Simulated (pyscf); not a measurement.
# Four-centre exchange: F–Mo(F)(F)(F)(F)–F + H₂ → HF + F–MoH(F)(F)(F)–F

Gas phase, singlet surface, charge 0. Bonds broken: F1–Mo2, H8–H9. Bonds formed: F1–H8, Mo2–H9. Optimised with ωB97X-D3(BJ)/def2-SVP in PySCF.

Transition state (Å):

```xyz
9

F     -0.0314     1.3191     0.3521
Mo    -1.4401     0.3448    -0.8573
F     -1.2716    -1.0680    -2.0302
F     -3.1821    -0.0449    -1.2243
F     -1.5773    -0.6231     0.6679
F     -2.2151     1.9200    -0.3781
F     -0.5987     1.2864    -2.1625
H      0.4233     0.3103    -0.1739
H      0.2646    -0.4263    -0.7405
```

One imaginary mode, 1007i cm⁻¹; descent along it reached the two sides named.

| bond | change | reactant side (Å) | saddle | product side |
|---|---|---|---|---|
| F1–Mo2 | breaks | 1.815 | 2.097 | 2.546 |
| H8–H9 | breaks | 0.760 | 0.943 | 2.379 |
| F1–H8 | forms | 4.4 | 1.225 | 0.930 |
| Mo2–H9 | forms | 4.1 | 1.875 | 1.648 |

Electronic energies relative to the separated reactants (kcal/mol):

| level | barrier | reaction energy | reverse barrier |
|---|---|---|---|
| ωB97X-D3(BJ)/def2-TZVP | 41.7 | +23.6 | 18.1 |
| PBE/def2-TZVP | 36.7 | +28.2 | 8.5 |
| r²SCAN/def2-TZVP | 37.4 | +30.3 | 7.1 |
| B3LYP-D3(BJ)/def2-TZVP | 40.7 | +25.3 | 15.5 |
| PBE0-D3(BJ)/def2-TZVP | 37.0 | +22.5 | 14.5 |
| M06-2X/def2-TZVP | 38.5 | +18.2 | 20.3 |
| ωB97M-D3(BJ)/def2-TZVP | 40.0 | +21.3 | 18.8 |
| HF/def2-TZVP | 54.8 | +12.8 | 42.0 |

With ωB97M-D3(BJ)/def2-TZVP energies and thermal terms (ideal gas, 1 atm, RRHO with modes under 100 cm⁻¹ raised to 100, one conformer, R ln 2 for chiral ones without a mode under 150 cm⁻¹), in kcal/mol:

```csv
T (K),ΔH‡,ΔG‡,ΔH,ΔG
298,41.8,49.5,+24.2,+21.0
600,40.6,57.9,+23.3,+18.0
900,40.2,66.6,+22.7,+15.5
1200,40.3,75.4,+22.4,+13.2
```

At the saddle there is also a short H–Mo contact that neither side keeps. This is the saddle that the search found; another between the same sides may lie lower. Elements past Kr carry the def2 core potentials, without spin-orbit coupling.
